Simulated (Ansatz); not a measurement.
# CH5AlS (SMILES [CH3][AlH][SH]): a rigid scan of the bond length C1–H6

An exercise on one series of results from a longer session: the logs are not shown, and one member is left open.

The runs use Ansatz 0.2.0, Gaussian basis; single points in def2-TZVPP.

Levels: PBE-D4, r2SCAN-D4, PBE0-D4, B3LYP-D4, wB97M-V, Hartree-Fock, MP2, CCSD, CCSD(T). The scan takes 0.942, 0.974, 1.021, 1.076, 1.137, 1.203, 1.273, 1.347, 1.423 Å.

Cores are frozen in the correlated methods. B3LYP uses VWN-RPA correlation.

52 further runs of the same task are left out: 52 set aside as unsound or not needed.

## The system as given

The minimum, relaxed at PBE0-D4: SMILES `[CH3][AlH][SH]`, 8 atoms, charge 0, spin multiplicity 1.

Atoms are counted from 1 here; the program's logs count them from 0.

Bond lengths: C1–Al2 1.943 Å, C1–H4 1.095 Å, C1–H5 1.092 Å, C1–H6 1.095 Å, Al2–S3 2.188 Å, Al2–H7 1.585 Å, S3–H8 1.344 Å. Angles: Al2–C1–H4 110.7°, Al2–C1–H5 112.5°, Al2–C1–H6 110.8°, H4–C1–H5 107.9°, H4–C1–H6 106.6°, H5–C1–H6 108.0°, C1–Al2–S3 118.2°, C1–Al2–H7 124.4°, S3–Al2–H7 117.4°, Al2–S3–H8 93.8°.

Geometry (Å):

```mol
CH5AlS
  3D, bonds by distance, orders not assigned

  8  7  0  0  0  0  0  0  0  0999 V2000
   -0.7290    1.0667   -0.4179 C   0  0
    0.5715   -0.3266   -0.0379 Al  0  0
   -0.0037   -1.9332    1.3319 S   0  0
   -0.3428    2.0483   -0.1243 H   0  0
   -1.6763    0.9086    0.1024 H   0  0
   -0.9380    1.1213   -1.4912 H   0  0
    2.0302   -0.3812   -0.6543 H   0  0
    1.1803   -2.5609    1.2355 H   0  0
  1  2  8  0
  1  4  8  0
  1  5  8  0
  1  6  8  0
  2  3  8  0
  2  7  8  0
  3  8  8  0
M  END
```

Energies of the minimum (eV), from earlier single points: PBE-D4 -18543.13790, r2SCAN-D4 -18551.00214, PBE0-D4 -18544.94140, B3LYP-D4 -18554.69939, wB97M-V -18551.23641, CCSD(T) -18525.94086.

At the minimum the bond length C1–H6 is 1.095 Å.

The first run:

ccsdt-tzvpp/in.yaml reads:

```yaml
crystal:
  periodic: [false, false, false]
  atoms:
    - {symbol: C, position_ang: [-0.729037, 1.066682, -0.417875]}
    - {symbol: Al, position_ang: [0.571500, -0.326575, -0.037903]}
    - {symbol: S, position_ang: [-0.003731, -1.933243, 1.331902]}
    - {symbol: H, position_ang: [-0.342770, 2.048268, -0.124316]}
    - {symbol: H, position_ang: [-1.676349, 0.908561, 0.102414]}
    - {symbol: H, position_ang: [-0.908863, 1.113677, -1.341356]}
    - {symbol: H, position_ang: [2.030232, -0.381199, -0.654312]}
    - {symbol: H, position_ang: [1.180296, -2.560898, 1.235491]}
basis:
  gaussian: {orbitals: def2-TZVPP}
correlation: {method: ccsd_t}
```

No record of the launch command was kept for these runs.

Steps of the session up to this table: C1–H6 = 0.942 Å; C1–H6 = 0.974 Å; C1–H6 = 1.021 Å; C1–H6 = 1.076 Å; C1–H6 = 1.137 Å; C1–H6 = 1.203 Å; C1–H6 = 1.273 Å; C1–H6 = 1.347 Å; C1–H6 = 1.423 Å.

One of the session's tables, all rows but one given; the rest of the session is left out.

It belongs to the step «The curves». Energies less that of the minimum at the same level (eV):

```
bond length (Å)  PBE-D4  PBE0-D4  B3LYP-D4  wB97M-V  Hartree-Fock
          0.942   0.546    0.516     0.502    0.502         0.486
          0.974   0.325    0.301     0.292    0.290         0.276
          1.021   0.117    0.101     0.097    0.096         0.085
          1.076       ?        ?         ?        ?             ?
1.095 (minimum)   0.000    0.000     0.000    0.000         0.000
          1.137   0.018    0.028     0.028    0.030         0.038
          1.203   0.133    0.159     0.158    0.164         0.188
          1.273   0.335    0.381     0.373    0.387         0.430
          1.347   0.604    0.671     0.654    0.681         0.746
          1.423   0.913    1.004     0.972    1.019         1.109
```

Estimate the missing values for bond length (Å) = 1.076.

As computed: PBE-D4: 0.010; PBE0-D4: 0.006; B3LYP-D4: 0.005; wB97M-V: 0.004; Hartree-Fock: 0.001.

To keep in mind: A polynomial through the near points puts the CCSD(T) minimum 0.001 Å below the PBE0-D4 value.
